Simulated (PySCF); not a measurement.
# C₄H₅N: electronic excitations and core binding energies

Aim: predict the electronic excitations and core binding energies of C₄H₅N (`C=NC1=CC1`).

The runs use PySCF 2.14.0, with density-fitted response routines of our own; the level of theory stands in each step. All values are computed, except where a source is named. Atoms count from 0, in the outputs and in this text.

### 1 Starting geometry

10 atoms, charge 0, multiplicity 1; geometry from: GFN2-xTB.

Bonds of the start (Å): C0–N1 1.26, N1–C2 1.32, C2–C3 1.31, C3–C4 1.49, C4–C2 1.51, C0–H5 1.09, C0–H6 1.08, C3–H7 1.06, C4–H8 1.09, C4–H9 1.09.

### 2 TDDFT and polarisability: wB97X-D/def2-SVPD

The job: settings as JSON, then the geometry in Å.

```
{"job": {"kind": "uv", "xc": "wB97X-D", "basis": "def2-SVPD", "nstates": 8, "ntriplets": 3}, "charge": 0, "multiplicity": 1}
C      2.032630    -0.520985     0.545415
N      0.921972    -0.140438     0.997417
C     -0.245261    -0.055448     0.377201
C     -1.373089    -0.530682    -0.091190
C     -1.331100     0.953085     0.074055
H      2.215420    -0.819823    -0.487485
H      2.869640    -0.544868     1.227813
H     -2.013641    -1.362337    -0.240489
H     -1.874688     1.434198     0.882481
H     -1.193002     1.591951    -0.792692
```

With the program's defaults for keys left out, this is: TDDFT wB97X-D/def2-SVPD, vertical, gas phase, core orbitals frozen in the response.

Started as:

```console
$ OMP_NUM_THREADS=1 python probes_run.py task.json out
```

The driver reads the jobs from task.json and runs them one after another.

Standard output:

```text
coarse grid: 8512 points
cycle   1  E = -209.7753046394  dE =  1.017e+00  |g| = 2.943e-01  |ddm| = 4.588e+00
cycle   2  E = -209.7861507041  dE = -1.085e-02  |g| = 2.749e-01  |ddm| = 8.688e-01
cycle   3  E = -209.8031377770  dE = -1.699e-02  |g| = 3.585e-02  |ddm| = 4.490e-01
cycle   4  E = -209.8034709957  dE = -3.332e-04  |g| = 2.185e-02  |ddm| = 9.990e-02
cycle   5  E = -209.8035710608  dE = -1.001e-04  |g| = 6.997e-03  |ddm| = 4.144e-02
cycle   6  E = -209.8035853334  dE = -1.427e-05  |g| = 1.745e-03  |ddm| = 1.798e-02
cycle   7  E = -209.8035864460  dE = -1.113e-06  |g| = 6.742e-04  |ddm| = 6.091e-03
final grid: 82688 points
cycle   8  E = -209.8344981781  dE = -6.835e-05  |g| = 4.246e-03  |ddm| = 1.144e-01
cycle   9  E = -209.8344977845  dE =  3.937e-07  |g| = 4.951e-03  |ddm| = 1.356e-02
cycle  10  E = -209.8345027531  dE = -4.969e-06  |g| = 5.827e-04  |ddm| = 7.783e-03
cycle  11  E = -209.8345028362  dE = -8.309e-08  |g| = 3.801e-04  |ddm| = 2.400e-03
cycle  12  E = -209.8345028735  dE = -3.738e-08  |g| = 6.150e-05  |ddm| = 8.456e-04
cycle  13  E = -209.8345028759  dE = -2.394e-09  |g| = 2.900e-05  |ddm| = 2.998e-04
cycle  14  E = -209.8345028765  dE = -5.674e-10  |g| = 9.022e-06  |ddm| = 1.681e-04
converged SCF energy = -209.8345028765

Static polarisability (au): isotropic 57.591, principal 40.728 48.550 83.494

Singlet excitations
state   eV       nm        f      main configurations
  1   4.0845    303.5   0.02644   H->L 0.88
  2   6.0512    204.9   0.02001   H->L+1 0.44, H-1->L 0.32, H-2->L 0.12
  3   6.1575    201.4   0.14022   H-2->L 0.41, H->L+1 0.30, H->L 0.08
  4   6.4500    192.2   0.16358   H-1->L 0.41, H-2->L 0.30, H-1->L+1 0.09
  5   6.8060    182.2   0.05232   H->L+2 0.80
  6   7.2856    170.2   0.13989   H-1->L+1 0.51, H-1->L+2 0.18, H-1->L 0.09
  7   7.3686    168.3   0.03760   H->L+4 0.90
  8   7.4209    167.1   0.02128   H->L+3 0.71, H->L+5 0.09

Triplet excitations (Tamm-Dancoff, eV): 3.3547 4.3587 4.5140
```

Run time: 33 s. Hardware: 1 thread of Intel Xeon at 2.50GHz, shared host; peak memory 0.56 GiB.

Frontier orbitals and where they lie:

| orbital | eV | atoms |
| --- | --- | --- |
| HOMO−3 | -11.79 | C3 23 %, C4 21 %, N1 19 % |
| HOMO−2 | -10.68 | N1 24 %, C4 20 %, C3 16 % |
| HOMO−1 | -9.91 | C4 23 %, N1 21 %, C2 20 % |
| HOMO | -8.19 | C3 31 %, N1 20 %, C2 19 % |
| LUMO | 0.70 | C0 37 %, N1 30 %, C3 7 % |
| LUMO+1 | 2.25 | C0 30 %, C2 16 %, C3 16 % |
| LUMO+2 | 2.91 | C3 30 %, C2 19 %, C0 11 % |

With each of the 8 states as a Gaussian band of 0.4 eV half-width at 1/e, the curve within the window shown has maxima at 304 nm (ε 1,100), 196 nm (ε 12,000), 171 nm (ε 8,500) L/(mol cm). Beyond the last state computed it falls off for lack of states. The curve at chosen wavelengths:

```csv
nm,ε (L/mol/cm)
161,2936
169,8221
177,7197
184,7621
192,11094
200,11151
208,6990
216,2799
223,901
231,178
239,27
247,7
255,23
262,73
270,205
278,430
286,709
294,949
301,1060
309,1041
317,897
325,691
333,484
340,331
348,201
356,115
```

Further results of this job:

| property | computed |
| --- | --- |
| dipole moment (D) | 1.61 |
| polarisability (Å³) | 8.53 |
| HOMO–LUMO gap (eV) | 8.89 |
| −ε(HOMO) (eV) | 8.19 |

### 3 Core-electron binding energies: SCAN, X2C

The job, as its differences from that of step 2:

```diff
@@ -1,2 +1,2 @@
-{"job": {"kind": "uv", "xc": "wB97X-D", "basis": "def2-SVPD", "nstates": 8, "ntriplets": 3}, "charge": 0, "multiplicity": 1}
+{"job": {"kind": "xps"}, "charge": 0, "multiplicity": 1}
 C      2.032630    -0.520985     0.545415
```

With the program's defaults for keys left out, this is: delta-SCF UKS SCAN, pcX-2 on the ionised atom, pcseg-1 elsewhere, spin-free X2C.

Standard output:

```text
ground state, core basis on atom 0 (C), 126 functions
  cycle   1  E = -209.96507067  |g| = 3.94e-01
  cycle   2  E = -209.90358019  |g| = 5.87e-01
  cycle   3  E = -210.00072887  |g| = 1.65e-01
  cycle   4  E = -210.00867472  |g| = 2.88e-02
  cycle   5  E = -210.00880297  |g| = 1.86e-02
  cycle   6  E = -210.00887591  |g| = 7.61e-03
  cycle   7  E = -210.00888862  |g| = 3.33e-03
  cycle   8  E = -210.00889126  |g| = 5.38e-04
  cycle   9  E = -210.00889157  |g| = 2.68e-04
  E(ground) = -210.01938451 Eh
hole in C 1s of atom 0
  cycle   1  E = -198.70569709  |g| = 1.50e+00
  cycle   2  E = -197.10900694  |g| = 2.16e+00
  cycle   3  E = -198.76463102  |g| = 9.53e-01
  cycle   4  E = -199.10601570  |g| = 5.84e-01
  cycle   5  E = -199.26617391  |g| = 2.16e-01
  cycle   6  E = -199.28326184  |g| = 1.21e-01
  cycle   7  E = -199.29083549  |g| = 1.98e-02
  cycle   8  E = -199.29109261  |g| = 1.17e-02
  cycle   9  E = -199.29127031  |g| = 7.13e-03
  cycle  10  E = -199.29141695  |g| = 5.69e-03
  cycle  11  E = -199.29155954  |g| = 4.20e-03
  cycle  12  E = -199.29165928  |g| = 3.55e-03
  cycle  13  E = -199.29170412  |g| = 2.12e-03
  cycle  14  E = -199.29172150  |g| = 1.15e-03
  cycle  15  E = -199.29172760  |g| = 6.03e-04
  cycle  16  E = -199.29172821  |g| = 5.24e-04
  cycle  17  E = -199.29172889  |g| = 4.64e-04
  E(ion) = -199.30070100 Eh   <S^2> = 0.9125   hole on atom = 1.000   binding energy = 291.670 eV
ground state, core basis on atom 1 (N), 126 functions
  cycle   1  E = -210.02067584  |g| = 7.63e-02
  cycle   2  E = -210.02015625  |g| = 5.35e-02
  cycle   3  E = -210.02003423  |g| = 5.80e-02
  cycle   4  E = -210.02082236  |g| = 9.25e-03
  cycle   5  E = -210.02084471  |g| = 2.47e-03
  cycle   6  E = -210.02084461  |g| = 5.48e-04
  cycle   7  E = -210.02084472  |g| = 1.73e-04
  E(ground) = -210.02982655 Eh
hole in N 1s of atom 1
  cycle   1  E = -194.40085903  |g| = 1.87e+00
  cycle   2  E = -192.06419688  |g| = 2.62e+00
  cycle   3  E = -194.55003394  |g| = 9.43e-01
  cycle   4  E = -194.93996545  |g| = 5.40e-01
  cycle   5  E = -195.08462983  |g| = 2.17e-01
  cycle   6  E = -195.11092985  |g| = 8.42e-02
  cycle   7  E = -195.11496929  |g| = 1.88e-02
  cycle   8  E = -195.11515031  |g| = 6.63e-03
  cycle   9  E = -195.11518873  |g| = 4.59e-03
  cycle  10  E = -195.11521227  |g| = 4.49e-03
  cycle  11  E = -195.11523418  |g| = 2.12e-03
  cycle  12  E = -195.11525933  |g| = 1.59e-03
  cycle  13  E = -195.11528158  |g| = 1.58e-03
  cycle  14  E = -195.11529910  |g| = 1.08e-03
  cycle  15  E = -195.11531326  |g| = 7.21e-04
  cycle  16  E = -195.11532098  |g| = 3.89e-04
  E(ion) = -195.12303127 Eh   <S^2> = 0.8225   hole on atom = 1.000   binding energy = 405.635 eV
ground state, core basis on atom 2 (C), 126 functions
  cycle   1  E = -210.01193858  |g| = 5.80e-02
  cycle   2  E = -210.01182501  |g| = 2.58e-02
  cycle   3  E = -210.01158783  |g| = 3.82e-02
  cycle   4  E = -210.01199786  |g| = 4.59e-03
  cycle   5  E = -210.01200388  |g| = 1.77e-03
  cycle   6  E = -210.01200504  |g| = 4.17e-04
  E(ground) = -210.02255294 Eh
hole in C 1s of atom 2
  cycle   1  E = -198.72153345  |g| = 1.52e+00
  cycle   2  E = -197.46042171  |g| = 2.19e+00
  cycle   3  E = -199.03778949  |g| = 7.28e-01
  cycle   4  E = -199.11374398  |g| = 6.10e-01
  cycle   5  E = -199.29651723  |g| = 8.99e-02
  cycle   6  E = -199.29981186  |g| = 3.23e-02
  cycle   7  E = -199.30060646  |g| = 1.23e-02
  cycle   8  E = -199.30090012  |g| = 8.69e-03
  cycle   9  E = -199.30113078  |g| = 7.26e-03
  cycle  10  E = -199.30127885  |g| = 4.27e-03
  cycle  11  E = -199.30129717  |g| = 2.81e-03
  cycle  12  E = -199.30130100  |g| = 1.25e-03
  cycle  13  E = -199.30130271  |g| = 2.24e-04
  E(ion) = -199.31021364 Eh   <S^2> = 0.8664   hole on atom = 1.000   binding energy = 291.498 eV
ground state, core basis on atom 3 (C), 126 functions
  cycle   1  E = -210.00985376  |g| = 6.06e-02
  cycle   2  E = -210.00918514  |g| = 5.60e-02
  cycle   3  E = -210.00933811  |g| = 5.02e-02
  cycle   4  E = -210.00998102  |g| = 1.15e-02
  cycle   5  E = -210.01001035  |g| = 1.47e-03
  cycle   6  E = -210.01001070  |g| = 6.47e-04
  cycle   7  E = -210.01001147  |g| = 9.48e-05
  E(ground) = -210.02058497 Eh
hole in C 1s of atom 3
  cycle   1  E = -198.76155705  |g| = 1.52e+00
  cycle   2  E = -197.52212033  |g| = 2.11e+00
  cycle   3  E = -199.17975451  |g| = 5.87e-01
  cycle   4  E = -199.24436375  |g| = 4.61e-01
  cycle   5  E = -199.34009242  |g| = 1.57e-01
  cycle   6  E = -199.35051828  |g| = 5.48e-02
  cycle   7  E = -199.35192301  |g| = 2.19e-02
  cycle   8  E = -199.35215562  |g| = 6.85e-03
  cycle   9  E = -199.35218953  |g| = 2.34e-03
  cycle  10  E = -199.35219514  |g| = 1.54e-03
  cycle  11  E = -199.35219761  |g| = 9.06e-04
  cycle  12  E = -199.35219863  |g| = 2.14e-04
  E(ion) = -199.36223049 Eh   <S^2> = 0.7850   hole on atom = 1.000   binding energy = 290.029 eV
ground state, core basis on atom 4 (C), 126 functions
  cycle   1  E = -210.00846239  |g| = 5.89e-02
  cycle   2  E = -210.00809615  |g| = 4.15e-02
  cycle   3  E = -210.00790853  |g| = 4.87e-02
  cycle   4  E = -210.00854667  |g| = 1.13e-02
  cycle   5  E = -210.00857734  |g| = 1.65e-03
  cycle   6  E = -210.00857850  |g| = 5.11e-04
  cycle   7  E = -210.00857765  |g| = 8.10e-05
  E(ground) = -210.01856881 Eh
hole in C 1s of atom 4
  cycle   1  E = -198.75407650  |g| = 1.51e+00
  cycle   2  E = -197.84108651  |g| = 1.97e+00
  cycle   3  E = -199.24781396  |g| = 4.08e-01
  cycle   4  E = -199.27652379  |g| = 3.00e-01
  cycle   5  E = -199.31882406  |g| = 1.29e-01
  cycle   6  E = -199.32592607  |g| = 5.55e-02
  cycle   7  E = -199.32732515  |g| = 1.58e-02
  cycle   8  E = -199.32745210  |g| = 6.59e-03
  cycle   9  E = -199.32747460  |g| = 3.61e-03
  cycle  10  E = -199.32748316  |g| = 1.62e-03
  cycle  11  E = -199.32748566  |g| = 4.13e-04
  E(ion) = -199.33615849 Eh   <S^2> = 0.7728   hole on atom = 1.000   binding energy = 290.683 eV
```

Wall time 88 s (1 thread of Intel Xeon at 2.50GHz, shared host); peak memory 0.4 GiB.

The holes in one table. −ε is the ground-state orbital energy:

| hole | stands for | environment | ΔSCF (eV) | −ε (eV) | ⟨S²⟩ |
| --- | --- | --- | --- | --- | --- |
| C1s on C0 | C0 | C=N carbon | 291.67 (doubtful) | 275.2 | 0.912 |
| N1s on N1 | N1 | imine nitrogen | 405.63 | 386.9 | 0.823 |
| C1s on C2 | C2 | fully substituted alkene carbon | 291.50 (doubtful) | 274.9 | 0.866 |
| C1s on C3 | C3 | alkene CH | 290.03 | 273.7 | 0.785 |
| C1s on C4 | C4 | three-membered-ring carbon | 290.68 | 273.9 | 0.773 |

Doubtful: the ion did not converge, its hole moved, or its ⟨S²⟩ is well above 0.75.

### 4 Summary of results

| quantity | value |
| --- | --- |
| lowest singlet (wB97X-D/def2-SVPD) | 4.08 eV (304 nm), f = 0.026 |
| brightest single state of those computed | state 4, 6.45 eV, f = 0.164 |
| lowest triplet | 3.35 eV |
| C1s binding energies, SCAN/pcX-2 (standing for 2 of 4 atoms) | C4 290.68, C3 290.03 eV |
| N1s binding energies, SCAN/pcX-2 | N1 405.63 eV |

In words: The first singlet state (HOMO→LUMO 0.88) lies at 4.08 eV and is weak; of the 8 states computed, the strongest absorption comes from state 4 at 6.45 eV. The lowest triplet lies 0.73 eV below the lowest singlet (triplets in Tamm-Dancoff, singlets in full TDDFT). C4 (three-membered-ring carbon) binds its C1s electron 0.65 eV more tightly than C3 (alkene CH). Only 2 of the 4 C atoms are covered by sound results.
